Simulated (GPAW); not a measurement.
# SiPH4F (SMILES FP[SiH3]): levels of theory compared

Wanted: a comparison of 3 runs (PBE/real-space grid, PBE/dzp, RPBE-TS/dzp) of SiPH4F. The job is set up through an ASE script.

The results are computed with GPAW 26.7.0.

2 further runs of the same task are left out: 2 set aside as unsound or not needed.

### Step 1. The system as given

The species is SiPH4F (7 atoms), meant as a singlet with charge 0. SMILES: `FP[SiH3]`. The coordinates come from a GFN2-xTB relaxation.

Bond lengths: F1–P2 1.645 Å, P2–Si3 2.261 Å, P2–H4 1.402 Å, Si3–H5 1.462 Å, Si3–H6 1.464 Å, Si3–H7 1.463 Å. Angles: F1–P2–Si3 97.0°, F1–P2–H4 93.3°, Si3–P2–H4 94.6°, P2–Si3–H5 105.2°, P2–Si3–H6 112.6°, P2–Si3–H7 107.2°, H5–Si3–H6 110.5°, H5–Si3–H7 111.3°, H6–Si3–H7 110.0°.

### Step 2. Energy and one-electron properties at PBE/real-space grid (scalar-relativistic datasets) (run 1)

gs.py

```python
import numpy as np
from ase import Atoms
from ase.units import Debye
from gpaw import GPAW

# Atomic positions
mol = Atoms('FPSiHHHH',
    positions=[[ -0.372400,  -1.711580,   1.302680],
               [ -0.059070,  -1.441710,  -0.288990],
               [  0.379470,   0.769400,  -0.112420],
               [ -1.412400,  -1.263380,  -0.608610],
               [  0.410150,   1.264290,  -1.488000],
               [ -0.633570,   1.482800,   0.667230],
               [  1.687820,   0.900200,   0.528110]])
mol.center(vacuum=4.5)

# Calculator
calc = GPAW(mode='fd', maxiter=150, h=0.18, xc='PBE', txt='-')
mol.calc = calc

energy = mol.get_potential_energy()
print(f'Energy                  {energy:.5f} eV')
forces = mol.get_forces()
print('Forces (eV/Ang)')
for symbol, f in zip(mol.symbols, forces):
    print(f'{symbol:2} {f[0]:9.4f} {f[1]:9.4f} {f[2]:9.4f}')
dipole = mol.get_dipole_moment() / Debye
print(f'Dipole = {np.linalg.norm(dipole):.3f} D')
homo, lumo = calc.get_homo_lumo()
print(f'HOMO: {homo:.3f} eV')
print(f'LUMO: {lumo:.3f} eV')
print(f'Gap = {lumo - homo:.3f} eV')
```

Launch:

```console
$ python3 -u gs.py | tee gs.out
```

Log:

```text
[...]
Number of symmetries: 1
[...]
  Number of IBZ points: 1
[...]
Spin-components: 1 (collinear spins)
Bands:           16
[...]
  Valence electrons: 20.0
[...]
  Grid points: [68 68 64]
  Charge: 0.0  # |e|
[...]
    cutoffs:
[...]
occupation numbers:
  # Zero width
[...]
xc functional:
  name: PBE with 2 nearest neighbor stencil
[...]
|iter     |     time |      energy | eigst |  dens |
[...]
|iter:   1| 00:00:03 |  -30.120974 | +1.13 |       |
[...]
|iter:  13| 00:00:22 |  -28.576492c| -7.56c| -5.62c|
Converged in 13 steps
[...]
Energy contributions relative to reference atoms: (reference = -19953.299343)
Energy contributions:
  Kinetic:          37.679578
  Coulomb:         -39.273046
  Zero:              0.140512
  External:          0.000000
  Xc:              -27.123536
  Entropy:           0.000000
  Spinorbit:         0.000000
  ----------------------------
  Free energy:     -28.576492
  Extrapolated:    -28.576492
dipole moment: (-0.025509, 0.219290, -0.212252)  # |e|*Ang
Fermi level: -4.278
Eigenvalues  # (at kpt = [0.000, 0.000, 0.000])
| band index |      eig [eV] | occ [0-2] |
|------------|---------------|-----------|
|          0 |       -29.788 |     2.000 |
|        ... |               |           |
|          2 |       -13.448 |     2.000 |
|          3 |       -11.649 |     2.000 |
|          4 |       -10.659 |     2.000 |
|          5 |       -10.519 |     2.000 |
|          6 |        -8.971 |     2.000 |
|          7 |        -8.940 |     2.000 |
|          8 |        -7.927 |     2.000 |
|          9 |        -6.293 |     2.000 |
|         10 |        -2.263 |     0.000 |
|         11 |        -0.815 |     0.000 |
[...]
Gap: 4.030 eV
Transition (v -> c):
[...]
Forces (eV/Ang)
F     0.2005   -0.1502    0.3827
P     0.4795   -0.3835    0.0796
Si   -0.1907   -0.2917   -0.0297
H    -0.6547    0.2346   -0.4685
H     0.0777    0.2923   -0.5972
H    -0.3865    0.2984    0.3049
H     0.5365    0.0927    0.2079
Dipole = 1.471 D
HOMO: -6.293 eV
LUMO: -2.263 eV
Gap = 4.030 eV
```

Run time: 22 s. Hardware: 1 thread of Arm Neoverse V1, shared host; peak memory 0.77 GiB.

### Step 3. The charge distribution at PBE/dzp (scalar-relativistic datasets) (run 2)

run.py

```python
import numpy as np
from ase import Atoms
from ase.units import Debye
from gpaw import GPAW

molecule = Atoms(["F", "P", "Si", "H", "H", "H", "H"],
    positions=[[ -0.372400,  -1.711580,   1.302680],
               [ -0.059070,  -1.441710,  -0.288990],
               [  0.379470,   0.769400,  -0.112420],
               [ -1.412400,  -1.263380,  -0.608610],
               [  0.410150,   1.264290,  -1.488000],
               [ -0.633570,   1.482800,   0.667230],
               [  1.687820,   0.900200,   0.528110]])
molecule.center(vacuum=4.5)

dft = GPAW(mode="lcao", basis="dzp", h=0.18, xc="PBE", maxiter=150, txt="-")
molecule.calc = dft

energy = molecule.get_potential_energy()
print(f"Energy = {energy:.5f} eV")
forces = molecule.get_forces()
print("Forces (eV/Ang)")
for symbol, f in zip(molecule.symbols, forces):
    print(f'{symbol:2} {f[0]:9.4f} {f[1]:9.4f} {f[2]:9.4f}')
dipole = molecule.get_dipole_moment() / Debye
print(f"Dipole: {np.linalg.norm(dipole):.3f} D")
homo, lumo = dft.get_homo_lumo()
print(f"HOMO                    {homo:.3f} eV")
print(f"LUMO = {lumo:.3f} eV")
print(f"Gap                     {lumo - homo:.3f} eV")
```

Launch:

```console
$ OMP_NUM_THREADS=1 python run.py
```

Log:

```text
[...]
Number of symmetries: 1
[...]
  Number of IBZ points: 1
[...]
basis functions: 59
Spin-components: 1 (collinear spins)
Bands:           16
[...]
  Valence electrons: 20.0
[...]
  Grid points: [68 68 64]
  Charge: 0.0  # |e|
[...]
    cutoffs:
[...]
occupation numbers:
  # Zero width
[...]
xc functional:
  name: PBE with 2 nearest neighbor stencil
[...]
|iter     |     time |      energy | eigst |  dens |
[...]
|iter:   1| 00:00:05 |  -28.125111 |      c|       |
[...]
|iter:   9| 00:00:10 |  -26.954639c|      c| -4.37c|
Converged in 9 steps
[...]
Energy contributions relative to reference atoms: (reference = -19953.299343)
Energy contributions:
  Kinetic:          35.280540
  Coulomb:         -34.967690
  Zero:              0.145779
  External:          0.000000
  Xc:              -27.413268
  Entropy:           0.000000
  Spinorbit:         0.000000
  ----------------------------
  Free energy:     -26.954639
  Extrapolated:    -26.954639
dipole moment: (-0.017361, 0.174977, -0.233921)  # |e|*Ang
Fermi level: -3.807
Eigenvalues  # (at kpt = [0.000, 0.000, 0.000])
| band index |      eig [eV] | occ [0-2] |
|------------|---------------|-----------|
|          0 |       -29.304 |     2.000 |
|        ... |               |           |
|          2 |       -13.287 |     2.000 |
|          3 |       -11.228 |     2.000 |
|          4 |       -10.194 |     2.000 |
|          5 |        -9.985 |     2.000 |
|          6 |        -8.794 |     2.000 |
|          7 |        -8.756 |     2.000 |
|          8 |        -7.611 |     2.000 |
|          9 |        -5.977 |     2.000 |
|         10 |        -1.638 |     0.000 |
|         11 |        -0.192 |     0.000 |
[...]
Gap: 4.339 eV
Transition (v -> c):
[...]
Forces (eV/Ang)
F     0.1052   -0.2828    1.1069
P     0.9213   -0.4353   -0.4502
Si   -0.2842   -0.4546   -0.0357
H    -0.9821    0.3159   -0.5681
H     0.0976    0.3839   -0.7562
H    -0.4930    0.3968    0.4034
H     0.6913    0.1153    0.2900
Dipole: 1.406 D
HOMO                    -5.977 eV
LUMO = -1.638 eV
Gap                     4.339 eV
```

It took 11 s on 1 thread of Arm Neoverse V1, shared host; peak memory 0.72 GiB.

### Step 4. Energy and one-electron properties at RPBE-TS/dzp (scalar-relativistic datasets) (run 3)

calc.py

```python
import numpy as np
from ase import Atoms
from ase.calculators.vdwcorrection import vdWTkatchenko09prl
from ase.units import Debye
from gpaw import GPAW
from gpaw.analyse.hirshfeld import HirshfeldPartitioning
from gpaw.analyse.vdwradii import vdWradii
from gpaw.mpi import world

# Set up the molecule
atoms = Atoms(['F', 'P', 'Si', 'H', 'H', 'H', 'H'],
    positions=[[ -0.372400,  -1.711580,   1.302680],
               [ -0.059070,  -1.441710,  -0.288990],
               [  0.379470,   0.769400,  -0.112420],
               [ -1.412400,  -1.263380,  -0.608610],
               [  0.410150,   1.264290,  -1.488000],
               [ -0.633570,   1.482800,   0.667230],
               [  1.687820,   0.900200,   0.528110]])
atoms.center(vacuum=4.5)

# Calculator
calculator = GPAW(mode='lcao',
                  basis='dzp',
                  h=0.18,
                  xc='RPBE',
                  maxiter=150,
                  poissonsolver={'name': 'fast'},
                  legacy_gpaw=True,
                  txt='-')
atoms.calc = vdWTkatchenko09prl(HirshfeldPartitioning(calculator), vdWradii(atoms.get_chemical_symbols(), 'PBE', world=world))

energy = atoms.get_potential_energy()
print(f'Energy: {energy:.5f} eV')
forces = atoms.get_forces()
print('Forces (eV/Ang)')
for symbol, f in zip(atoms.symbols, forces):
    print(f'{symbol:2} {f[0]:9.4f} {f[1]:9.4f} {f[2]:9.4f}')
dipole = calculator.get_dipole_moment(atoms) / Debye
print(f'Dipole: {np.linalg.norm(dipole):.3f} D')
homo, lumo = calculator.get_homo_lumo()
print(f'HOMO: {homo:.3f} eV')
print(f'LUMO                    {lumo:.3f} eV')
print(f'Gap: {lumo - homo:.3f} eV')
hirshfeld = HirshfeldPartitioning(calculator)
charges = hirshfeld.get_charges()
volumes = hirshfeld.get_effective_volume_ratios()
for symbol, q, v in zip(atoms.symbols, charges, volumes):
    print(f'{symbol:2} charge {q:7.3f}  volume ratio {v:6.3f}')
```

Launch:

```console
$ python calc.py
```

Log:

```text
[...]
    cutoffs:
[...]
  Total Charge: 0.000000
[...]
Number of atoms: 7
[...]
Number of bands in calculation: 16
Number of valence electrons: 20
[...]
iter:   1 hh:mm:ss   -27.424221        c
[...]
iter:   9 hh:mm:ss   -26.198729c       c -4.30c
Converged after 9 iterations.
Dipole moment: (-0.015401, 0.168124, -0.226819) |e|*Ang
Energy contributions relative to reference atoms: (reference = -19963.311854)
Kinetic:        +37.510548
Potential:      -37.028757
External:        +0.000000
XC:             -26.844270
Entropy (-ST):   +0.000000
Local:           +0.163749
SIC:             +0.000000
--------------------------
Free energy:    -26.198729
Extrapolated:   -26.198729
 Band  Eigenvalues  Occupancy
    0    -29.34020    2.00000
    1    -15.91237    2.00000
    2    -13.24096    2.00000
    3    -11.17084    2.00000
    4    -10.13172    2.00000
    5     -9.91773    2.00000
    6     -8.78679    2.00000
    7     -8.74320    2.00000
    8     -7.58544    2.00000
    9     -5.93972    2.00000
   10     -1.56314    0.00000
   11     -0.13830    0.00000
   12      0.36942    0.00000
   13      0.97101    0.00000
[...]
Fermi level: -3.75143
Gap: 4.377 eV
Transition (v -> c):
[...]
Forces (eV/Ang)
F     0.0610   -0.2777    1.2849
P     0.8560   -1.0277   -0.7197
Si   -0.2114    0.1077    0.0164
H    -0.9357    0.3663   -0.5333
H     0.0953    0.3764   -0.7502
H    -0.4889    0.3883    0.4014
H     0.6838    0.1099    0.2901
Dipole: 1.358 D
HOMO: -5.940 eV
LUMO                    -1.563 eV
Gap: 4.377 eV
F  charge  -0.170  volume ratio  1.015
P  charge   0.146  volume ratio  0.910
Si charge   0.253  volume ratio  0.821
H  charge  -0.024  volume ratio  0.754
H  charge  -0.070  volume ratio  0.758
H  charge  -0.068  volume ratio  0.760
H  charge  -0.068  volume ratio  0.756
```

Wall time 17 s (1 thread of Arm Neoverse V1, shared host); peak memory 0.8 GiB.

Atomic charges (e):

```
atom  Hirshfeld
  F1     -0.170
  P2     +0.146
 Si3     +0.253
  H4     -0.024
  H5     -0.070
  H6     -0.068
  H7     -0.068
```

### Step 5. The series

| run | level | mode | engine | energy (Eh) | dipole moment (D) | HOMO energy (eV) | LUMO energy (eV) | wall time |
| --- | --- | --- | --- | --- | --- | --- | --- | --- |
| 1 | PBE/real-space grid (scalar-relativistic datasets) | fd | new | -734.320393 | 1.47 | -6.29 | -2.26 | 22 s |
| 2 | PBE/dzp (scalar-relativistic datasets) | lcao | new | -734.260791 | 1.41 | -5.98 | -1.64 | 11 s |
| 3 | RPBE-TS/dzp (scalar-relativistic datasets) | lcao | legacy | -734.614506 | 1.36 | -5.94 | -1.56 | 17 s |

### Step 6. Summary of results

```
                                                     quantity          value
run 3: energy as printed (from the program's reference atoms)    -26.5672 eV
                                         run 3: dipole moment         1.36 D
                                           run 3: HOMO energy       -5.94 eV
                                           run 3: LUMO energy       -1.56 eV
                                         run 3: HOMO–LUMO gap        4.38 eV
                                     run 3: dispersion energy  -35.55 kJ/mol
                              run 3: largest force on an atom     1.519 eV/Å
```

What this shows: The dipole moment (its size) runs from 1.36 D (RPBE-TS/dzp) to 1.47 D (PBE/real-space grid). The two ends differ in method and basis. The HOMO–LUMO gap runs from 4.03 eV (PBE/real-space grid) to 4.38 eV (RPBE-TS/dzp). Totals of different functionals can't be ranked against each other. All runs together took 51 s, the longest 22 s.
